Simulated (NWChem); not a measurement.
**Total energies of H$_{2}$Si**

```
Si
H 1 1.4947
H 1 1.4947 2 118.81
```
Charge 0, spin multiplicity 3.

Everything below was run with NWChem. Structure: optimised with UB3LYP/def2-SVP, a minimum by its harmonic frequencies.

Basis set: def2-SVP (28 functions).

```tsv
method	total energy (Ha)
UHF	-289.91853
UMP2	-289.99002
UB2PLYP	-290.35290
UPBE	-290.33048
UB3LYP	-290.50660
UM06-2X	-290.46241
```

Total energies of different functionals aren't comparable as a measure of quality: only differences taken within one method are. 

The correlated methods keep 5 core orbitals frozen. B3LYP has NWChem's definition, with VWN1-RPA local correlation. This spin state was chosen for the runs; another may lie lower. The structure started from a generated list of species. The unpaired electrons of the parent sit in orbitals of symmetry a1 and b2 (C2v labels of the run); other states weren't searched. No SCF solution was tested for a lower state. Open-shell Hartree-Fock references start from PBE0 orbitals.
